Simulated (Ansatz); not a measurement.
Ansatz (a program for electronic structure) input (HF/6-31G*):

Ansatz 0.2 input:
```yaml
crystal:
  periodic: [false, false, false]
  atoms:
    - {symbol: C, position_ang: [1.13170892, -0.38869388, 0.03430320]}
    - {symbol: C, position_ang: [-0.06214078, 0.56824742, 0.02649770]}
    - {symbol: N, position_ang: [-1.33374542, -0.12513022, 0.03647314]}
    - {symbol: H, position_ang: [2.06399275, 0.16525137, 0.06948748]}
    - {symbol: H, position_ang: [1.09522684, -1.04239784, 0.89925158]}
    - {symbol: H, position_ang: [1.14352025, -1.00882152, -0.85772883]}
    - {symbol: H, position_ang: [-0.01248440, 1.20612755, -0.85629255]}
    - {symbol: H, position_ang: [-0.02218186, 1.21782604, 0.89304324]}
    - {symbol: H, position_ang: [-1.34926443, -0.73939538, -0.76787838]}
basis:
  gaussian:
    orbitals: 6-31G*
hamiltonian:
  xc: {name: HF}
magnetization: {spin_polarized: true, initial_magnetization: 1}
phonons: {temperatures: {t_min: 298.15, t_max: 298.15, t_step: 100}}
```

Problem. Which harmonic wavenumbers does it give?

Solution. 234, 271, 432, 862, 960, 1103, 1145, 1176, 1377, 1441, 1526, 1559, 1635, 1641, 1659, 3168, 3202, 3248, 3272, 3278, 3632 cm⁻¹ (unscaled; negative means imaginary).
